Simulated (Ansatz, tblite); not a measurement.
# The cluster GaSb2: rung by rung

Aim: run the doublet of the cluster GaSb2 at one geometry on many levels, and compare frontier levels, spin and run time.

The runs use Ansatz 0.2.0, Gaussian basis; as each input shows.

Levels to be run: GFN1-xTB, GFN2-xTB, PBE-D4/def2-TZVP, r2SCAN-D4/def2-TZVP, r2SCANh-D4/def2-TZVP, revPBE-D4/def2-TZVP, B97M-V/def2-TZVP, B3LYP-D4/def2-TZVP, ωB97M-V/def2-TZVP, PBE-D4/def2-SVP, PBE0-D4/def2-SVP, PBE0-D4/def2-TZVPD, PBE-D4/def2-TZVPD, r2SCAN-D4/def2-TZVPD, CCSD(T)/def2-SVP, MP2/def2-TZVP, RPA/def2-TZVP.

5 further runs of the same task are left out: 5 set aside as unsound or not needed. Runs told in other sessions of the task aren't counted.

### Step 1. The geometry

The doublet was relaxed beforehand with r2SCAN-D4/def2-TZVP. At that level it is the lowest of the isomers that a small search found.

3 atoms, charge 0, spin multiplicity 2.

Bond lengths: Ga1–Sb2 2.935 Å, Ga1–Sb3 2.933 Å, Sb2–Sb3 2.566 Å. Angles: Sb2–Ga1–Sb3 51.9°, Ga1–Sb2–Sb3 64.0°, Ga1–Sb3–Sb2 64.1°.

Sb takes a core potential in the def2 sets. No spin-orbit coupling is included.

PBE0-D4/def2-TZVP was run before; its log isn't repeated, and its numbers join the tables.

### Step 2. GFN1-xTB

Tight binding, by tblite at 300 K electronic temperature and without a spin-polarisation term:

```python
tblite.interface.Calculator('GFN1-xTB', numbers, positions, charge=0, uhf=1).singlepoint()
```

Energy -170.6294 eV; 0.002 s.

### Step 3. GFN2-xTB

Tight binding, by tblite at 300 K electronic temperature and without a spin-polarisation term:

```python
tblite.interface.Calculator('GFN2-xTB', numbers, positions, charge=0, uhf=1).singlepoint()
```

Energy -153.1100 eV; 0.002 s.

### Step 4. PBE-D4/def2-TZVP

start.molden holds the orbitals of an earlier run on this state, given as this run's starting guess.

Contents of in.yaml:

```yaml
crystal:
  periodic: [false, false, false]
  atoms:
    - {symbol: Ga, position_ang: [-0.898212, 0.566383, 1.402448]}
    - {symbol: Sb, position_ang: [0.494321, 0.914997, -1.157248]}
    - {symbol: Sb, position_ang: [0.403881, -1.481370, -0.245201]}
basis:
  gaussian: {orbitals: def2-TZVP, initial_orbitals: start.molden}
magnetization: {spin_polarized: true, initial_magnetization: 1}
hamiltonian: {xc: pbe, dispersion: d4}
scf: {omitted_lower_state_checks: [starts]}
output: {orbitals: {seedname: orbitals}}
```

Command:

```bash
$ ansatz run in.yaml --threads 4 --pin off --events-out ev --progress --plain --max-ram 3916MiB
```

Further steps of the session: r2SCAN-D4/def2-TZVP; r2SCANh-D4/def2-TZVP; revPBE-D4/def2-TZVP; B97M-V/def2-TZVP; B3LYP-D4/def2-TZVP; ωB97M-V/def2-TZVP; PBE-D4/def2-SVP; PBE0-D4/def2-SVP; PBE0-D4/def2-TZVPD; PBE-D4/def2-TZVPD; r2SCAN-D4/def2-TZVPD; CCSD(T)/def2-SVP; MP2/def2-TZVP; RPA/def2-TZVP.

Q: Predict the results of all the runs planned. Wanted: gap in def2-TZVP, named functionals, smallest and largest; correlation energy, CCSD(T)/def2-SVP; correlation energy, MP2/def2-TZVP; binding an atom, functionals in def2-TZVP; ⟨S²⟩ in def2-TZVP, named functionals, smallest and largest; PBE0 total energy, smallest basis above largest.

As calculated:

| quantity | value |
| --- | --- |
| gap in def2-TZVP, named functionals, smallest and largest | 0.66 eV (PBE-D4), 5.42 eV (ωB97M-V) |
| correlation energy, CCSD(T)/def2-SVP | -11.68 eV |
| correlation energy, MP2/def2-TZVP | -23.08 eV |
| binding an atom, functionals in def2-TZVP | 1.43 (ωB97M-V) to 1.75 eV (PBE-D4) |
| ⟨S²⟩ in def2-TZVP, named functionals, smallest and largest | 0.753, 0.760 |
| PBE0 total energy, smallest basis above largest | 7.11 eV (def2-SVP, def2-TZVPD) |

In words: Over the named functionals in def2-TZVP the gap runs from 0.66 eV (PBE-D4) to 5.42 eV (ωB97M-V); exact exchange widens it. Over the named functionals in def2-TZVP spin contamination reaches 0.01 (r2SCANh-D4), which is small. Notes on CCSD(T)/def2-SVP: large T1 diagnostic, spin contamination.
